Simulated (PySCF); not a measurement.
**Si2 (disilicon) at UB3LYP/aug-cc-pVTZ**

Aim: the vertical electron affinity of Si2 (disilicon) at UB3LYP/aug-cc-pVTZ, from 2 runs. Input form: a Python script.

The calculation is run with PySCF 2.14.0.

4 further runs of the same task are left out: 4 set aside as unsound or not needed.

## 1. The structure to begin with

Si2: 2 atoms, total charge 0, spin state triplet. As SMILES, `[Si]=[Si]`. The coordinates come from a GFN2-xTB relaxation.

Bond lengths: Si1–Si2 2.174 Å.

## 2. The energy at UB3LYP/aug-cc-pVTZ

The input, calc.py:

```python
from pyscf import gto, dft

mol = gto.M(
    atom=[
    ('Si', (0.000000, 0.000000, 0.000000)),
    ('Si', (0.000000, 0.000000, 2.174210)),
],
    verbose=3,
    spin=2,
    basis='aug-cc-pvtz',
    max_memory=1860,
)

mf = dft.UKS(mol, xc='b3lyp')
mf.conv_tol = 1e-10
mf.grids.level = 5
mf.kernel()
if not mf.converged:
    mf = mf.newton().run(mf.mo_coeff, mf.mo_occ)

energy = mf.e_tot
print('E(%s) = %.9f' % ('B3LYP', energy))
```

Launch:

```
OMP_NUM_THREADS=1 python calc.py
```

The program printed:

```text
WARN: HOMO -0.189424681775724 >= LUMO -0.192169842853834

converged SCF energy = -578.905814195232  <S^2> = 2.0054222  2S+1 = 3.0036126
E(B3LYP) = -578.905814195
```

It took 11 s on 1 thread of Arm Neoverse V2, shared host; peak memory 0.48 GiB.

## 3. The doublet anion

The input, mol.xyz:

```xyz
2

Si     0.000000     0.000000     0.000000
Si     0.000000     0.000000     2.174210
```

The input, run.py:

```python
from pyscf import gto, dft

mol = gto.M(
    atom='mol.xyz',
    spin=1,
    basis='aug-cc-pvtz',
    verbose=4,
    max_memory=1860,
    charge=-1,
)

mf = dft.UKS(mol, xc='b3lyp')
mf.conv_tol = 1e-10
mf.grids.level = 5
mf.kernel()
if not mf.converged:
    mf = mf.newton().run(mf.mo_coeff, mf.mo_occ)

energy = mf.e_tot
print('E(%s) = %.9f' % ('B3LYP', energy))
```

Launch:

```
OMP_NUM_THREADS=1 python run.py
```

The program printed:

```text
PySCF version 2.14.0

[INPUT] num. atoms = 2
[INPUT] num. electrons = 29
[INPUT] charge = -1
[INPUT] spin (= nelec alpha-beta = 2S) = 1
[INPUT] symmetry False subgroup None
[INPUT] Mole.unit = angstrom
[INPUT] Symbol           X                Y                Z      unit          X                Y                Z       unit  Magmom
[INPUT]  1 Si     0.000000000000   0.000000000000   0.000000000000 AA    0.000000000000   0.000000000000   0.000000000000 Bohr   0.0
[INPUT]  2 Si     0.000000000000   0.000000000000   2.174210000000 AA    0.000000000000   0.000000000000   4.108661437291 Bohr   0.0

nuclear repulsion = 47.7041009563566
number of shells = 26
number of NR pGTOs = 150
number of NR cGTOs = 100
basis = aug-cc-pvtz
ecp = {}

******** <class 'pyscf.dft.uks.UKS'> ********
method = UKS
initial guess = minao
damping factor = 0
level_shift factor = 0
DIIS = <class 'pyscf.scf.diis.CDIIS'>
diis_start_cycle = 1
diis_space = 8
diis_damp = 0
SCF conv_tol = 1e-10
SCF conv_tol_grad = None
SCF max_cycles = 50
direct_scf = True
direct_scf_tol = 1e-13
number electrons alpha = 15  beta = 14
XC library pyscf.dft.libxc version 7.0.0
    S. Lehtola, C. Steigemann, M. J.T. Oliveira, and M. A.L. Marques.,  SoftwareX 7, 1–5 (2018)
XC functionals = b3lyp
    P. J. Stephens, F. J. Devlin, C. F. Chabalowski, and M. J. Frisch.,  J. Phys. Chem. 98, 11623 (1994)
radial grids:
    Treutler-Ahlrichs [JCP 102, 346 (1995); DOI:10.1063/1.469408] (M4) radial grids

becke partition: Becke, JCP 88, 2547 (1988); DOI:10.1063/1.454033
pruning grids: <function nwchem_prune>
grids dens level: 5
symmetrized grids: False
atomic radii adjust function: <function treutler_atomic_radii_adjust>
small_rho_cutoff = 0
Set gradient conv threshold to 1e-05
tot grids = 87104
init E= -578.928519539426
[... the frontier-level lines of each cycle are left out ...]


cycle= 1 E= -578.93934061251  delta_E= -0.0108  |g|= 0.192  |ddm|= 0.912
cycle= 2 E= -578.91012693433  delta_E= 0.0292  |g|= 0.258  |ddm|= 0.589
cycle= 3 E= -578.981876174202  delta_E= -0.0717  |g|= 0.0223  |ddm|= 0.302
cycle= 4 E= -578.982048799742  delta_E= -0.000173  |g|= 0.00426  |ddm|= 0.0234
cycle= 5 E= -578.982067420931  delta_E= -1.86e-05  |g|= 0.000721  |ddm|= 0.00738
cycle= 6 E= -578.98206813454  delta_E= -7.14e-07  |g|= 0.000132  |ddm|= 0.00143
cycle= 7 E= -578.982068160152  delta_E= -2.56e-08  |g|= 3.37e-05  |ddm|= 0.000373
cycle= 8 E= -578.982068161763  delta_E= -1.61e-09  |g|= 5.29e-06  |ddm|= 7.46e-05
cycle= 9 E= -578.982068161839  delta_E= -7.62e-11  |g|= 1.1e-06  |ddm|= 1.46e-05
Extra cycle  E= -578.982068161842  delta_E= -2.84e-12  |g|= 4.84e-07  |ddm|= 2.55e-06
converged SCF energy = -578.982068161842  <S^2> = 0.75764734  2S+1 = 2.0076328
E(B3LYP) = -578.982068162
```

Wall time 11 s (1 thread of Arm Neoverse V2, shared host); peak memory 0.48 GiB.

## 4. Summary of results

At UB3LYP/aug-cc-pVTZ:

| quantity | value |
| --- | --- |
| triplet Si2: total energy | -578.90581 Eh |
| triplet Si2: dipole moment | 0.00 D |
| triplet Si2: HOMO energy (highest over α and β) | -5.57 eV |
| triplet Si2: LUMO energy (lowest over α and β) | -4.16 eV |
| triplet Si2: ⟨S²⟩ | 2.005 |
| doublet anion: total energy | -578.98207 Eh |
| doublet anion: HOMO energy (highest over α and β) | -0.22 eV |
| doublet anion: LUMO energy (lowest over α and β) | 1.03 eV |
| doublet anion: ⟨S²⟩ | 0.758 |
| vertical electron affinity (to the doublet anion) | 2.075 eV |

What this shows: At fixed nuclei the extra electron is bound by 2.07 eV (48 kcal/mol).
